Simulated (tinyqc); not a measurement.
Worked calculation (part 2 of 3): UHF in the sto-3g basis, for NH3+, spin multiplicity 2. Computed by tinyqc, a small Python program that keeps every step (integrals from PySCF). Command: `OMP_NUM_THREADS=1 python tinyqc.py 30925 30926 out.jsonl` (the two numbers bound the seeds that draw the settings). One thread of a shared host (Intel(R) Xeon(R) Processor @ 2.60GHz), about 0.1 s of CPU time with the checks.

Geometry (angstrom):
```
atom        x        y       z
N      0.0000   0.0000  0.3090
H      0.9610   0.0000  0.0000
H     -0.4800   0.8320  0.0000
H     -0.4800  -0.8320  0.0000
```

## Iteration 1: building the Fock matrix

D(alpha) at the start:
```
          1N 1s    1N 2s   1N 2px   1N 2py   1N 2pz    2H 1s    3H 1s    4H 1s
1N 1s    1.0214  -0.0748   0.0000   0.0000  -0.0422  -0.0650  -0.0650  -0.0650
1N 2s   -0.0748   0.4064   0.0001   0.0000   0.1500   0.1382   0.1383   0.1383
1N 2px   0.0000   0.0001   0.5863   0.0000   0.0000   0.2374  -0.1187  -0.1187
1N 2py   0.0000   0.0000   0.0000   0.5860   0.0000   0.0000   0.2056  -0.2056
1N 2pz  -0.0422   0.1500   0.0000   0.0000   0.9660  -0.0253  -0.0253  -0.0253
2H 1s   -0.0650   0.1382   0.2374   0.0000  -0.0253   0.1511   0.0070   0.0070
3H 1s   -0.0650   0.1383  -0.1187   0.2056  -0.0253   0.0070   0.1512   0.0070
4H 1s   -0.0650   0.1383  -0.1187  -0.2056  -0.0253   0.0070   0.0070   0.1512
```

D(beta) at the start:
```
          1N 1s    1N 2s   1N 2px   1N 2py   1N 2pz    2H 1s    3H 1s    4H 1s
1N 1s    1.0174  -0.0604   0.0000   0.0000   0.0197  -0.0648  -0.0649  -0.0649
1N 2s   -0.0604   0.3553   0.0001   0.0000  -0.0705   0.1376   0.1377   0.1377
1N 2px   0.0000   0.0001   0.5863   0.0000   0.0000   0.2374  -0.1187  -0.1187
1N 2py   0.0000   0.0000   0.0000   0.5860   0.0000   0.0000   0.2056  -0.2056
1N 2pz   0.0197  -0.0705   0.0000   0.0000   0.0141  -0.0276  -0.0277  -0.0277
2H 1s   -0.0648   0.1376   0.2374   0.0000  -0.0276   0.1511   0.0070   0.0070
3H 1s   -0.0649   0.1377  -0.1187   0.2056  -0.0277   0.0070   0.1512   0.0070
4H 1s   -0.0649   0.1377  -0.1187  -0.2056  -0.0277   0.0070   0.0070   0.1512
```

core Hamiltonian H = T + V (hartree):
```
           1N 1s    1N 2s   1N 2px   1N 2py   1N 2pz    2H 1s    3H 1s    4H 1s
1N 1s   -25.7683  -5.9311   0.0000   0.0000   0.0146  -1.4943  -1.4958  -1.4958
1N 2s    -5.9311  -7.7959   0.0000   0.0000   0.1677  -3.3445  -3.3467  -3.3467
1N 2px    0.0000   0.0000  -6.4950   0.0000   0.0000  -2.3928   1.1962   1.1962
1N 2py    0.0000   0.0000   0.0000  -6.4953   0.0000   0.0000  -2.0734   2.0734
1N 2pz    0.0146   0.1677   0.0000   0.0000  -6.3537   0.8180   0.8188   0.8188
2H 1s    -1.4943  -3.3445  -2.3928   0.0000   0.8180  -4.6623  -1.2130  -1.2130
3H 1s    -1.4958  -3.3467   1.1962  -2.0734   0.8188  -1.2130  -4.6636  -1.2131
4H 1s    -1.4958  -3.3467   1.1962   2.0734   0.8188  -1.2130  -1.2131  -4.6636
```

nuclear repulsion = 11.965920 hartree

Given earlier and not repeated: Two-electron integrals (ij|kl) in chemists' order.

J_ij = sum D_kl (ij|kl) with D = D(alpha) + D(beta), K_ij = sum D_kl (ik|jl) for each spin; F = H + J - K(s); E = tr D H + tr D J / 2 - 0.5 sum_s tr D(s) K(s) + E_nn.

Coulomb J (hartree):
```
          1N 1s    1N 2s   1N 2px   1N 2py   1N 2pz    2H 1s    3H 1s    4H 1s
1N 1s   14.0525   2.5974   0.0000   0.0000  -0.0100   0.6543   0.6550   0.6550
1N 2s    2.5974   6.4185   0.0000   0.0000  -0.0929   2.7480   2.7498   2.7498
1N 2px   0.0000   0.0000   6.4419   0.0000   0.0000   2.1584  -1.0791  -1.0791
1N 2py   0.0000   0.0000   0.0000   6.4420   0.0000   0.0000   1.8704  -1.8704
1N 2pz  -0.0100  -0.0929   0.0000   0.0000   6.3516  -0.7198  -0.7205  -0.7205
2H 1s    0.6543   2.7480   2.1584   0.0000  -0.7198   4.3411   0.9860   0.9860
3H 1s    0.6550   2.7498  -1.0791   1.8704  -0.7205   0.9860   4.3424   0.9861
4H 1s    0.6550   2.7498  -1.0791  -1.8704  -0.7205   0.9860   0.9861   4.3424
```

exchange K(alpha) (hartree):
```
          1N 1s   1N 2s   1N 2px   1N 2py   1N 2pz    2H 1s    3H 1s    4H 1s
1N 1s    4.2196  0.7303   0.0000   0.0000  -0.0041   0.1886   0.1888   0.1888
1N 2s    0.7303  1.0824   0.0000   0.0000   0.0213   0.5309   0.5312   0.5312
1N 2px   0.0000  0.0000   0.8823   0.0000   0.0000   0.4019  -0.2009  -0.2009
1N 2py   0.0000  0.0000   0.0000   0.8823   0.0000   0.0000   0.3482  -0.3482
1N 2pz  -0.0041  0.0213   0.0000   0.0000   0.9544  -0.1185  -0.1186  -0.1186
2H 1s    0.1886  0.5309   0.4019   0.0000  -0.1185   0.5880   0.1976   0.1976
3H 1s    0.1888  0.5312  -0.2009   0.3482  -0.1186   0.1976   0.5884   0.1976
4H 1s    0.1888  0.5312  -0.2009  -0.3482  -0.1186   0.1976   0.1976   0.5884
```

exchange K(beta) (hartree):
```
         1N 1s    1N 2s   1N 2px   1N 2py   1N 2pz    2H 1s    3H 1s    4H 1s
1N 1s   4.1953   0.7011   0.0000   0.0000   0.0007   0.1798   0.1800   0.1800
1N 2s   0.7011   0.9025   0.0000   0.0000  -0.1561   0.4836   0.4839   0.4839
1N 2px  0.0000   0.0000   0.8359   0.0000   0.0000   0.3920  -0.1959  -0.1959
1N 2py  0.0000   0.0000   0.0000   0.8359   0.0000   0.0000   0.3396  -0.3396
1N 2pz  0.0007  -0.1561   0.0000   0.0000   0.2221  -0.1172  -0.1173  -0.1173
2H 1s   0.1798   0.4836   0.3920   0.0000  -0.1172   0.5664   0.1817   0.1817
3H 1s   0.1800   0.4839  -0.1959   0.3396  -0.1173   0.1817   0.5668   0.1817
4H 1s   0.1800   0.4839  -0.1959  -0.3396  -0.1173   0.1817   0.1817   0.5668
```

F(alpha) (hartree):
```
           1N 1s    1N 2s   1N 2px   1N 2py   1N 2pz    2H 1s    3H 1s    4H 1s
1N 1s   -15.9355  -4.0640   0.0000   0.0000   0.0087  -1.0285  -1.0296  -1.0296
1N 2s    -4.0640  -2.4598   0.0000   0.0000   0.0535  -1.1274  -1.1281  -1.1281
1N 2px    0.0000   0.0000  -0.9355   0.0000   0.0000  -0.6363   0.3180   0.3180
1N 2py    0.0000   0.0000   0.0000  -0.9357   0.0000   0.0000  -0.5512   0.5512
1N 2pz    0.0087   0.0535   0.0000   0.0000  -0.9564   0.2167   0.2169   0.2169
2H 1s    -1.0285  -1.1274  -0.6363   0.0000   0.2167  -0.9091  -0.4246  -0.4246
3H 1s    -1.0296  -1.1281   0.3180  -0.5512   0.2169  -0.4246  -0.9097  -0.4247
4H 1s    -1.0296  -1.1281   0.3180   0.5512   0.2169  -0.4246  -0.4247  -0.9097
```

F(beta) (hartree):
```
           1N 1s    1N 2s   1N 2px   1N 2py   1N 2pz    2H 1s    3H 1s    4H 1s
1N 1s   -15.9112  -4.0348   0.0000   0.0000   0.0039  -1.0198  -1.0208  -1.0208
1N 2s    -4.0348  -2.2799   0.0000   0.0000   0.2308  -1.0801  -1.0808  -1.0808
1N 2px    0.0000   0.0000  -0.8890   0.0000  -0.0001  -0.6263   0.3131   0.3131
1N 2py    0.0000   0.0000   0.0000  -0.8892   0.0000   0.0000  -0.5426   0.5426
1N 2pz    0.0039   0.2308  -0.0001   0.0000  -0.2241   0.2154   0.2156   0.2156
2H 1s    -1.0198  -1.0801  -0.6263   0.0000   0.2154  -0.8875  -0.4087  -0.4087
3H 1s    -1.0208  -1.0808   0.3131  -0.5426   0.2156  -0.4087  -0.8881  -0.4088
4H 1s    -1.0208  -1.0808   0.3131   0.5426   0.2156  -0.4087  -0.4088  -0.8881
```

total energy of this density = -55.080943 hartree

## Iteration 1: diagonalisation and new density

X:
```
              1        2        3        4        5        6        7        8
1N 1s   -0.3091   0.0000  -0.0004   0.7786   0.5992   0.0000   0.0000   0.1287
1N 2s    1.4625   0.0000   0.0013  -0.1552   0.1908   0.0000   0.0000   0.4102
1N 2px  -0.0012   0.0000   1.0366   0.0001   0.0000   0.6475   0.0000   0.0000
1N 2py   0.0000   1.0371   0.0000   0.0000   0.0000   0.0000   0.6474   0.0000
1N 2pz  -0.3703   0.0000  -0.0003  -0.6392   0.7312   0.0000   0.0000  -0.1043
2H 1s   -0.6668   0.0000  -1.0297  -0.1152  -0.0882   0.4350   0.0000   0.2986
3H 1s   -0.6690  -0.8914   0.5138  -0.1152  -0.0883  -0.2174   0.3766   0.2987
4H 1s   -0.6690   0.8914   0.5138  -0.1152  -0.0883  -0.2174  -0.3766   0.2987
```

Diagonalise F' = X^T F X, C = X C', fill 5 alpha and 4 beta electrons from the bottom; D(s) = C_occ C_occ^T. Each column has its largest component positive (the first on a tie).

F' = X^T F X (alpha) (hartree):
```
         1        2        3        4        5        6        7        8
1   0.0071   0.0000  -0.0006   0.9122   0.6646   0.0000   0.0000  -0.1178
2   0.0000   0.2613   0.0000   0.0000   0.0000   0.0000  -0.0969   0.0000
3  -0.0006   0.0000   0.2607   0.0017   0.0013  -0.0969   0.0000   0.0001
4   0.9122   0.0000   0.0017  -8.6672  -6.7692   0.0008   0.0000  -3.0254
5   0.6646   0.0000   0.0013  -6.7692  -6.9128   0.0007   0.0000  -2.7322
6   0.0000   0.0000  -0.0969   0.0008   0.0007  -1.0672   0.0000   0.0004
7   0.0000  -0.0969   0.0000   0.0000   0.0000   0.0000  -1.0674   0.0000
8  -0.1178   0.0000   0.0001  -3.0254  -2.7322   0.0004   0.0000  -2.6995
```

orbital energies (alpha) (hartree): MO1 -15.9444, MO2 -1.5692, MO3 -1.0744, MO4 -1.0742, MO5 -0.9605, MO6 0.2017, MO7 0.2678, MO8 0.2683

coefficients C (alpha):
```
            MO1      MO2      MO3      MO4      MO5      MO6      MO7      MO8
1N 1s    0.9929  -0.2309   0.0000   0.0000  -0.0492  -0.1887  -0.0007   0.0000
1N 2s    0.0341   0.7939   0.0000   0.0001   0.2419   1.2952   0.0049   0.0000
1N 2px   0.0000   0.0000   0.0000   0.7209  -0.0001   0.0034  -0.9870   0.0000
1N 2py   0.0000   0.0000   0.7208   0.0000   0.0000   0.0000   0.0000   0.9875
1N 2pz  -0.0035  -0.0694   0.0000   0.0001   0.9610  -0.4037  -0.0015   0.0000
2H 1s   -0.0072   0.1364   0.0000   0.3593  -0.0627  -0.7343   1.0552   0.0000
3H 1s   -0.0072   0.1365   0.3111  -0.1796  -0.0627  -0.7292  -0.5315  -0.9163
4H 1s   -0.0072   0.1365  -0.3111  -0.1796  -0.0627  -0.7292  -0.5315   0.9163
```

F' = X^T F X (beta) (hartree):
```
         1        2        3        4        5        6        7        8
1   0.0784   0.0000  -0.0006   0.9070   0.6802   0.0000   0.0000  -0.0481
2   0.0000   0.2885   0.0000   0.0000   0.0000   0.0000  -0.0728   0.0000
3  -0.0006   0.0000   0.2879   0.0017   0.0014  -0.0728   0.0000   0.0002
4   0.9070   0.0000   0.0017  -8.3141  -7.1495   0.0008   0.0000  -3.0321
5   0.6802   0.0000   0.0014  -7.1495  -6.4598   0.0006   0.0000  -2.7125
6   0.0000   0.0000  -0.0728   0.0008   0.0006  -1.0377   0.0000   0.0004
7   0.0000  -0.0728   0.0000   0.0000   0.0000   0.0000  -1.0379   0.0000
8  -0.0481   0.0000   0.0002  -3.0321  -2.7125   0.0004   0.0000  -2.6215
```

orbital energies (beta) (hartree): MO1 -15.9188, MO2 -1.4610, MO3 -1.0419, MO4 -1.0417, MO5 -0.1895, MO6 0.2522, MO7 0.2919, MO8 0.2925

coefficients C (beta):
```
            MO1      MO2      MO3      MO4      MO5      MO6      MO7      MO8
1N 1s    0.9936  -0.2177   0.0000   0.0000  -0.0899  -0.1862  -0.0011   0.0000
1N 2s    0.0313   0.7267   0.0000   0.0001   0.4520   1.2783   0.0078   0.0000
1N 2px   0.0000   0.0000   0.0000   0.7032   0.0000   0.0058  -0.9997   0.0000
1N 2py   0.0000   0.0000   0.7031   0.0000   0.0000   0.0000   0.0000   1.0002
1N 2pz  -0.0031  -0.1423   0.0000   0.0000   0.9015  -0.5082  -0.0030   0.0000
2H 1s   -0.0066   0.1650   0.0000   0.3781  -0.1278  -0.7222   1.0470   0.0000
3H 1s   -0.0066   0.1651   0.3274  -0.1889  -0.1277  -0.7135  -0.5298  -0.9107
4H 1s   -0.0066   0.1651  -0.3274  -0.1889  -0.1277  -0.7135  -0.5298   0.9107
```

D(alpha) after iteration 1:
```
          1N 1s    1N 2s   1N 2px   1N 2py   1N 2pz    2H 1s    3H 1s    4H 1s
1N 1s    1.0417  -0.1614   0.0000   0.0000  -0.0347  -0.0355  -0.0355  -0.0355
1N 2s   -0.1614   0.6900   0.0000   0.0000   0.1773   0.0929   0.0929   0.0929
1N 2px   0.0000   0.0000   0.5197   0.0000   0.0000   0.2590  -0.1294  -0.1294
1N 2py   0.0000   0.0000   0.0000   0.5196   0.0000   0.0000   0.2242  -0.2242
1N 2pz  -0.0347   0.1773   0.0000   0.0000   0.9283  -0.0696  -0.0697  -0.0697
2H 1s   -0.0355   0.0929   0.2590   0.0000  -0.0696   0.1516  -0.0419  -0.0419
3H 1s   -0.0355   0.0929  -0.1294   0.2242  -0.0697  -0.0419   0.1516  -0.0419
4H 1s   -0.0355   0.0929  -0.1294  -0.2242  -0.0697  -0.0419  -0.0419   0.1516
```

D(beta) after iteration 1:
```
          1N 1s    1N 2s   1N 2px   1N 2py   1N 2pz    2H 1s    3H 1s    4H 1s
1N 1s    1.0345  -0.1271   0.0000   0.0000   0.0279  -0.0425  -0.0425  -0.0425
1N 2s   -0.1271   0.5291   0.0000   0.0000  -0.1035   0.1197   0.1198   0.1198
1N 2px   0.0000   0.0000   0.4945   0.0000   0.0000   0.2659  -0.1329  -0.1329
1N 2py   0.0000   0.0000   0.0000   0.4944   0.0000   0.0000   0.2302  -0.2302
1N 2pz   0.0279  -0.1035   0.0000   0.0000   0.0203  -0.0234  -0.0235  -0.0235
2H 1s   -0.0425   0.1197   0.2659   0.0000  -0.0234   0.1702  -0.0441  -0.0441
3H 1s   -0.0425   0.1198  -0.1329   0.2302  -0.0235  -0.0441   0.1702  -0.0442
4H 1s   -0.0425   0.1198  -0.1329  -0.2302  -0.0235  -0.0441  -0.0442   0.1702
```

## Iteration 2: building the Fock matrix

As before.

Coulomb J (hartree):
```
          1N 1s    1N 2s   1N 2px   1N 2py   1N 2pz    2H 1s    3H 1s    4H 1s
1N 1s   14.0839   2.5993   0.0000   0.0000  -0.0112   0.6549   0.6556   0.6556
1N 2s    2.5993   6.4189   0.0000   0.0000  -0.1011   2.7491   2.7509   2.7509
1N 2px   0.0000   0.0000   6.4392   0.0000   0.0000   2.1590  -1.0793  -1.0793
1N 2py   0.0000   0.0000   0.0000   6.4392   0.0000   0.0000   1.8709  -1.8709
1N 2pz  -0.0112  -0.1011   0.0000   0.0000   6.3580  -0.7234  -0.7241  -0.7241
2H 1s    0.6549   2.7491   2.1590   0.0000  -0.7234   4.3451   0.9867   0.9867
3H 1s    0.6556   2.7509  -1.0793   1.8709  -0.7241   0.9867   4.3462   0.9868
4H 1s    0.6556   2.7509  -1.0793  -1.8709  -0.7241   0.9867   0.9868   4.3462
```

exchange K(alpha) (hartree):
```
          1N 1s   1N 2s   1N 2px   1N 2py   1N 2pz    2H 1s    3H 1s    4H 1s
1N 1s    4.2417  0.7177   0.0000   0.0000  -0.0019   0.1874   0.1876   0.1876
1N 2s    0.7177  1.1274   0.0000   0.0000   0.0199   0.5324   0.5328   0.5328
1N 2px   0.0000  0.0000   0.8659   0.0000   0.0000   0.4020  -0.2010  -0.2010
1N 2py   0.0000  0.0000   0.0000   0.8659   0.0000   0.0000   0.3483  -0.3483
1N 2pz  -0.0019  0.0199   0.0000   0.0000   0.9609  -0.1270  -0.1271  -0.1271
2H 1s    0.1874  0.5324   0.4020   0.0000  -0.1270   0.5820   0.1847   0.1847
3H 1s    0.1876  0.5328  -0.2010   0.3483  -0.1271   0.1847   0.5823   0.1847
4H 1s    0.1876  0.5328  -0.2010  -0.3483  -0.1271   0.1847   0.1847   0.5823
```

exchange K(beta) (hartree):
```
          1N 1s    1N 2s   1N 2px   1N 2py   1N 2pz    2H 1s    3H 1s    4H 1s
1N 1s    4.2151   0.6874   0.0000   0.0000  -0.0023   0.1786   0.1788   0.1788
1N 2s    0.6874   0.9281   0.0000   0.0000  -0.1674   0.4868   0.4871   0.4871
1N 2px   0.0000   0.0000   0.8053   0.0000   0.0001   0.3946  -0.1972  -0.1972
1N 2py   0.0000   0.0000   0.0000   0.8054   0.0000   0.0000   0.3418  -0.3418
1N 2pz  -0.0023  -0.1674   0.0001   0.0000   0.2315  -0.1189  -0.1190  -0.1190
2H 1s    0.1786   0.4868   0.3946   0.0000  -0.1189   0.5730   0.1702   0.1702
3H 1s    0.1788   0.4871  -0.1972   0.3418  -0.1190   0.1702   0.5733   0.1702
4H 1s    0.1788   0.4871  -0.1972  -0.3418  -0.1190   0.1702   0.1702   0.5733
```

F(alpha) (hartree):
```
           1N 1s    1N 2s   1N 2px   1N 2py   1N 2pz    2H 1s    3H 1s    4H 1s
1N 1s   -15.9261  -4.0495   0.0000   0.0000   0.0053  -1.0268  -1.0278  -1.0278
1N 2s    -4.0495  -2.5044   0.0001   0.0000   0.0467  -1.1278  -1.1285  -1.1285
1N 2px    0.0000   0.0001  -0.9218   0.0000   0.0000  -0.6358   0.3178   0.3178
1N 2py    0.0000   0.0000   0.0000  -0.9220   0.0000   0.0000  -0.5509   0.5509
1N 2pz    0.0053   0.0467   0.0000   0.0000  -0.9566   0.2216   0.2218   0.2218
2H 1s    -1.0268  -1.1278  -0.6358   0.0000   0.2216  -0.8992  -0.4110  -0.4110
3H 1s    -1.0278  -1.1285   0.3178  -0.5509   0.2218  -0.4110  -0.8997  -0.4111
4H 1s    -1.0278  -1.1285   0.3178   0.5509   0.2218  -0.4110  -0.4111  -0.8997
```

F(beta) (hartree):
```
           1N 1s    1N 2s   1N 2px   1N 2py   1N 2pz    2H 1s    3H 1s    4H 1s
1N 1s   -15.8995  -4.0192   0.0000   0.0000   0.0057  -1.0180  -1.0191  -1.0191
1N 2s    -4.0192  -2.3051   0.0000   0.0000   0.2341  -1.0822  -1.0829  -1.0829
1N 2px    0.0000   0.0000  -0.8612   0.0000  -0.0001  -0.6284   0.3141   0.3141
1N 2py    0.0000   0.0000   0.0000  -0.8614   0.0000   0.0000  -0.5444   0.5444
1N 2pz    0.0057   0.2341  -0.0001   0.0000  -0.2272   0.2135   0.2136   0.2136
2H 1s    -1.0180  -1.0822  -0.6284   0.0000   0.2135  -0.8902  -0.3965  -0.3965
3H 1s    -1.0191  -1.0829   0.3141  -0.5444   0.2136  -0.3965  -0.8907  -0.3966
4H 1s    -1.0191  -1.0829   0.3141   0.5444   0.2136  -0.3965  -0.3966  -0.8907
```

total energy of this density = -55.176691 hartree
